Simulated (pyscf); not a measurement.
H₃Si–NH–SiH₃ + NH₃ -> H₂N–SiH₂–NH–SiH₃ + H₂, a four-centre exchange (singlet surface; H–Si, H–N broken, N–Si, H–H formed). Single points on ωB97X-D3(BJ)/def2-SVP structures (PySCF, gas phase). Energies in eV from the separated reactants.

Small-basis levels: PySCF, no dispersion term, spherical d functions. 

**Question.** Quick B3LYP/6-31G* single points give ΔE‡ = 1.66 eV and ΔE = -0.40 eV. What does ωB97M-D3(BJ)/def2-TZVP give, and how far is the quick result from it?

**Answer.** ωB97M-D3(BJ)/def2-TZVP gives ΔE‡ = 1.47 eV and ΔE = -0.46 eV. B3LYP/6-31G* lies 0.19 eV over it in the barrier and 0.06 eV over it in the reaction energy, so on this step it does not hold to within 0.13 eV. ωB97M-D3(BJ)/def2-TZVP has limits of its own. On the reactant side the descent ends in a complex (not fully relaxed), 0.18 eV under the separated species and 1.65 eV under the saddle at ωB97X-D3(BJ)/def2-TZVP. At the saddle there is also a short H–Si contact that neither side keeps. This is the saddle that the search found; another between the same sides may lie lower.
